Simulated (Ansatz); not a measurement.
One change: `BC=S` becomes `BC=O`.

Ansatz, PBE0-D4/def2-TZVP geometries, multiplicity 1. 

| property | `BC=S` |
| --- | --- |
| vertical ionisation energy (CCSD(T)/CBS(def2)) / eV | 10.10 |
| ideal-gas entropy at 298 K and 1 bar (rigid rotor, harmonic PBE0-D4/def2-TZVP) / J/(mol·K) | 267 |
| HOMO–LUMO gap (B3LYP/def2-TZVPP) / eV | 4.32 |
| HOMO–LUMO gap (PBE/def2-TZVPP) / eV | 2.67 |
| HOMO energy (B3LYP/def2-TZVPP) / eV | -7.39 |
| HOMO energy (PBE/def2-TZVPP) / eV | -6.50 |

Problem. Give the same properties after the change, and the shifts. (An estimate is asked.)

Solution. Computed: 
| property | `BC=O` | shift |
| --- | --- | --- |
| vertical ionisation energy (CCSD(T)/CBS(def2)) / eV | 10.54 | 0.44 |
| ideal-gas entropy at 298 K and 1 bar (rigid rotor, harmonic PBE0-D4/def2-TZVP) / J/(mol·K) | 268 | 1 |
| HOMO–LUMO gap (B3LYP/def2-TZVPP) / eV | 5.82 | 1.50 |
| HOMO–LUMO gap (PBE/def2-TZVPP) / eV | 3.70 | 1.03 |
| HOMO energy (B3LYP/def2-TZVPP) / eV | -7.59 | -0.20 |
| HOMO energy (PBE/def2-TZVPP) / eV | -6.42 | 0.08 |

With PBE0 the HOMO falls by 0.17 eV and the LUMO rises by 1.40 eV, so the gap widens by about 1.57 eV. PBE moves the HOMO by 0.08 eV and ωB97M-V by -0.40 eV.

B3LYP here is the variant with VWN-RPA as its local correlation; programs differ in this.
